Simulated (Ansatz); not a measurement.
Ansatz (a program for electronic structure) input (B3LYP/6-31+G*): The .json file is the Basis Set Exchange's 6-31+G*.

Ansatz 0.2 input:
```yaml
crystal:
  periodic: [false, false, false]
  atoms:
    - {symbol: C, position_ang: [0.05579033, 1.15754012, 0.28323632]}
    - {symbol: C, position_ang: [0.06380645, -1.16293543, 0.25834942]}
    - {symbol: C, position_ang: [0.76494387, 0.00613078, -0.32524909]}
    - {symbol: C, position_ang: [-0.67692040, 0.00170417, -0.37693512]}
    - {symbol: H, position_ang: [0.02306974, 1.28115780, 1.36609250]}
    - {symbol: H, position_ang: [0.06246247, 2.08444980, -0.27861575]}
    - {symbol: H, position_ang: [0.03202083, -1.30997191, 1.33830284]}
    - {symbol: H, position_ang: [0.07684004, -2.07751359, -0.32325246]}
    - {symbol: H, position_ang: [-1.44011468, 0.00724010, -1.13893632]}
basis:
  gaussian:
    orbitals: 6-31+G_.json
hamiltonian:
  xc: {name: B3LYP}
magnetization: {spin_polarized: true, initial_magnetization: 1}
output: {forces: true}
```

Question: Predict the final energy.

Answer: -155.26766 Eh.
